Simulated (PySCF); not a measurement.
Molecule: `C(#C)CC#N`, C4H3N.

Mapped SMILES: `[CH:1]#[C:2][CH2:3][C:4]#[N:5]` (H(Xn): hydrogen on atom n).

Spin–spin couplings on one PBE0-D3(BJ)/def2-SVP geometry, PySCF 2.14, gas phase, non-relativistic, equivalent pairs averaged; isotopes $^{13}$C, $^{1}$H; functional B3LYP.

Reference values (Hz): $^{1}J$(C1,H(C1)) = 251.0 (measured; liquid or solution (compiled); San Fabian, Garcia de la Vega, Suardiaz et al., Magn. Reson. Chem. 2013, 51, 775 (SI)).

Problem. How do the couplings (Hz) change with the basis set? Times are CPU seconds on shared hosts with different chips, so compare them loosely. Far from the basis limit: 6-31G-J, pcJ-0, 6-31G*, def2-TZVP, cc-pVTZ.

Solution. 
| basis set | functions | $^{1}J$(C1,H(C1)) | abs. error | core-s |
| --- | --- | --- | --- | --- |
| 6-31G-J | 72 | 290.8 | 39.8 | 6.7 |
| pcJ-0 | 74 | 267.4 | 16.4 | 6.5 |
| 6-31G* | 76 | 244.1 | 6.9 | 7.2 |
| pcJ-1 | 165 | 279.4 | 28.4 | 13 |
| def2-TZVP | 173 | 264.8 | 13.8 | 21 |
| cc-pVTZ | 192 | 262.0 | 11.0 | 23 |
| aug-cc-pVTZ-J | 290 | 285.8 | 34.8 | 53 |
| pcJ-2 | 327 | 282.4 | 31.4 | 61 |

Errors compare magnitudes, without vibrational corrections. Closest: 6-31G*; furthest: 6-31G-J.

The Fermi-contact term samples the wavefunction at the nucleus, which is why sets with added tight s functions (names with J) are made for couplings. Agreement of an ordinary basis with the reference is then largely a cancellation of errors.
